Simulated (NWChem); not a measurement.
# NO+ (nitrosonium) at 6 levels

We compute a comparison of 6 runs (B2PLYP/aug-cc-pVTZ, BHLYP/aug-cc-pVTZ, CAM-B3LYP/aug-cc-pVTZ, M06-2X/aug-cc-pVTZ, PBE0/aug-cc-pVTZ, wB97X/aug-cc-pVTZ) of NO+ (nitrosonium). 

Program for the calculation: NWChem 7.3.0.

2 further runs of the same task are left out: 1 that didn't finish, 1 set aside as unsound or not needed.

**1. The structure to begin with**

NO+ has 2 atoms, charge +1, and is taken as a singlet. As SMILES, `N#[O+]`. The N1–O2 distance was set to 1.223 Å, away from the relaxed value.

Bond lengths: N1–O2 1.223 Å.

**2. The energy at B2PLYP/aug-cc-pVTZ (run 1)**

calc.xyz reads:

```xyz
2
NO energy
N      0.000000     0.000000    -0.159480
O      0.000000     0.000000     1.063220
```

calc.nw reads:

```
start calc
title "NO energy"
memory total 2200 mb
charge 1
geometry units angstroms noautosym nocenter noautoz
load calc.xyz
end
basis spherical bse
* library aug-cc-pVTZ
end
dft
xc hfexch 0.53 becke88 0.47 lyp 0.73 mp2 0.27
dftmp2 semidirect
grid fine
convergence energy 1e-08
maxiter 100
mulliken
noprint "final vectors analysis"
end
mp2
freeze core 2
end
task dft energy
```

Started as:

```console
nwchem calc.nw > calc.out
```

Log:

```text
[...]
          Wavefunction type:  closed shell.
          No. of atoms     :     2
          No. of electrons :    14
[...]
          Charge           :     1
          Spin multiplicity:     1
[...]
          AO basis - number of functions:    92
[...]
              XC Information
              --------------
                     Hartree-Fock (Exact) Exchange  0.530
                    Becke 1988 Exchange Functional  0.470
              Lee-Yang-Parr Correlation Functional  0.730
[...]
 d= 0,ls=0.0,diis     1   -129.1060756386 -1.53D+02  1.36D-02  2.47D+00     0.8
[...]
 d= 0,ls=0.0,diis     8   -129.3078458914  6.71D-10  3.09D-07  1.16D-08     5.2
         Total DFT energy =     -129.307845891422
      One electron energy =     -218.257258006419
           Coulomb energy =       79.289554443631
    Exchange-Corr. energy =      -14.576607482788
 Nuclear repulsion energy =       24.236465154153
[...]
      Total Density - Mulliken Population Analysis
     ---------------------------------------------
    Atom       Charge   Shell Charges
 -----------   ------   -------------------------------------------------------
    1 N    7     6.23   1.95  0.29  1.11  0.55  0.02  0.75  1.27  0.24 -0.01  0.01  0.07 -0.02  0.01  0.00
    2 O    8     7.77   1.95  0.28  1.09  0.61 -0.02  1.15  1.87  0.75 -0.00  0.01  0.04  0.03  0.00  0.01
[...]
  Basis functions       =     92
[...]
```

It took 7.2 s on 1 thread of AMD EPYC 9R45 (Zen 5), shared host; peak memory 0.18 GiB.

**3. The energy at BHLYP/aug-cc-pVTZ (run 2)**

no.xyz reads:

```xyz
2
NO BHLYP
N      0.000000     0.000000    -0.159480
O      0.000000     0.000000     1.063220
```

no.nw reads:

```
start no
title "NO BHLYP"
memory 2200 mb
charge 1

geometry units angstrom noautosym nocenter noautoz
load format xyz no.xyz
end

basis spherical bse
N library aug-cc-pVTZ
O library aug-cc-pVTZ
end

dft
xc bhlyp
grid fine
convergence energy 1e-08
iterations 100
mulliken
end

task dft
```

Started as:

```console
nwchem no.nw > no.out
```

Log:

```text
[...]
          Wavefunction type:  closed shell.
          No. of atoms     :     2
          No. of electrons :    14
[...]
          Charge           :     1
          Spin multiplicity:     1
[...]
          AO basis - number of functions:    92
[...]
              XC Information
              --------------
                        BHLYP Method XC Functional
                     Hartree-Fock (Exact) Exchange  0.500
                        Slater Exchange Functional  0.500 local
                    Becke 1988 Exchange Functional  0.500 non-local
              Lee-Yang-Parr Correlation Functional  1.000
[...]
 d= 0,ls=0.0,diis     1   -129.2440538086 -1.53D+02  1.39D-02  2.47D+00     0.9
[...]
 d= 0,ls=0.0,diis     8   -129.4462149976  6.64D-09  8.01D-07  9.42D-08     5.2
         Total DFT energy =     -129.446214997571
      One electron energy =     -218.292722491978
           Coulomb energy =       79.328405844143
    Exchange-Corr. energy =      -14.718363503890
 Nuclear repulsion energy =       24.236465154153
[...]
      Total Density - Mulliken Population Analysis
     ---------------------------------------------
    Atom       Charge   Shell Charges
 -----------   ------   -------------------------------------------------------
    1 N    7     6.24   1.95  0.29  1.11  0.55  0.02  0.75  1.27  0.24 -0.01  0.01  0.07 -0.02  0.01  0.00
    2 O    8     7.76   1.95  0.28  1.09  0.61 -0.02  1.15  1.87  0.75 -0.00  0.01  0.04  0.03  0.00  0.01
[...]
```

Wall time 6 s (1 thread of AMD EPYC 9R45 (Zen 5), shared host); peak memory 0.11 GiB.

Runs 3 to 5 aren't shown in full; the table further down has their settings and results.

**4. A single-point energy at wB97X/aug-cc-pVTZ (run 6)**

sp.xyz reads:

```xyz
2

N      0.000000     0.000000    -0.159480
O      0.000000     0.000000     1.063220
```

run.py reads:

```python
from ase.io import read
from ase.calculators.nwchem import NWChem

molecule = read('sp.xyz')

calc = NWChem(
    label='sp',
    theory='dft',
    memory='2200 mb',
    basis='aug-cc-pVTZ',
    basispar='spherical bse',
    charge=1,
    dft={'xc': 'wb97x', 'mult': '1', 'grid': 'fine', 'convergence': 'energy 1e-08', 'iterations': '100', 'mulliken': None},
    task='energy',
)
molecule.calc = calc

print("Total energy (eV):", round(molecule.get_potential_energy(), 6))
print("dipole (e A):", molecule.get_dipole_moment().round(4))
```

Started as:

```console
export ASE_NWCHEM_COMMAND="nwchem PREFIX.nwi > PREFIX.nwo"
python run.py
```

Log:

```text
Total energy (eV): -3523.899796
dipole (e A): [-0.     -0.      0.3347]
```

The calculator wrote sp.nwi:

```
title "sp"

permanent_dir sp

scratch_dir sp

start sp

geometry units angstrom nocenter noautosym noautoz
  N  0.0000000000000000e+00 0.0000000000000000e+00 -1.5948000000000001e-01
  O  0.0000000000000000e+00 0.0000000000000000e+00 1.0632200000000001e+00
end

charge 1

memory 2200 mb

basis spherical bse noprint
   * library aug-cc-pVTZ
end

dft
  xc wb97x
  mult 1
  grid fine
  convergence energy 1e-08
  iterations 100
  mulliken
end

task dft energy
```

sp.nwo:

```text
Northwest Computational Chemistry Package (NWChem) 7.3.0
             --------------------------------------------------------

           Job information
           ---------------

    nwchem branch   = 7.3.0
    use scalapack   = T
    input           = sp.nwi
    prefix          = sp.
    data base       = sp/sp.db
    status          = startup
    nproc           =        1

           Memory information
           ------------------

    heap     =     72089600 doubles =      550.0 Mbytes
    stack    =     72089597 doubles =      550.0 Mbytes
    global   =    144179200 doubles =     1100.0 Mbytes (distinct from heap & stack)
    total    =    288358397 doubles =     2200.0 Mbytes
    verify   = yes
    hardfail = no

[... 71 lines left out ...]
  convergence criterion.
[... 19 lines left out ...]
          Convergence on density requested:  1.00D-05
[... 29 lines left out ...]
          Convergence Information
[... 57 lines left out ...]
   convergence    iter        energy       DeltaE   RMS-Dens  Diis-err    time
[... 15 lines left out ...]
           Coulomb energy =       79.450092509459
[... 7 lines left out ...]
                       DFT Final Molecular Orbital Analysis
[... 711 lines left out ...]
 center of mass
 --------------
 x =   0.00000000 y =   0.00000000 z =   0.93062034

 moments of inertia (a.u.)
 ------------------
          39.861216201131           0.000000000000           0.000000000000
           0.000000000000          39.861216201131           0.000000000000
           0.000000000000           0.000000000000           0.000000000000

     Multipole analysis of the density
     ---------------------------------

     L   x y z        total         alpha         beta         nuclear
     -   - - -        -----         -----         ----         -------
     0   0 0 0      1.000000     -7.000000     -7.000000     15.000000

     1   1 0 0     -0.000000     -0.000000     -0.000000      0.000000
[... 8 lines of this table left out ...]
     2   0 0 2     -4.548085    -18.739383    -18.739383     32.930681

 Task  times  cpu:       31.7s     wall:       31.7s
 Total times  cpu:       31.7s     wall:       31.7s
```

Wall time 33 s (1 thread of AMD EPYC 9R45 (Zen 5), shared host); peak memory 0.11 GiB.

**5. All runs side by side**

| run | level | frozen core orbitals | energy (Eh) | wall time |
| --- | --- | --- | --- | --- |
| 1 | B2PLYP/aug-cc-pVTZ | 2 | -129.475913 | 7.2 s |
| 2 | BHLYP/aug-cc-pVTZ | – | -129.446215 | 6 s |
| 3 | CAM-B3LYP/aug-cc-pVTZ | – | -129.481066 | 29 s |
| 4 | M06-2X/aug-cc-pVTZ | – | -129.478679 | 8.7 s |
| 5 | PBE0/aug-cc-pVTZ | – | -129.390442 | 6.3 s |
| 6 | wB97X/aug-cc-pVTZ | – | -129.500930 | 33 s |

**6. Outcome**

```
            quantity          value
 run 6: total energy  -129.50093 Eh
  run 6: HOMO energy      -27.50 eV
  run 6: LUMO energy      -12.04 eV
run 6: HOMO–LUMO gap       15.46 eV
```

Over runs 2, 3, 4, 5, 6 the HOMO–LUMO gap runs from 10.22 eV (PBE0/aug-cc-pVTZ) to 15.46 eV (wB97X/aug-cc-pVTZ). Totals of different functionals can't be ranked against each other. All runs together took 90 s, the longest 33 s.
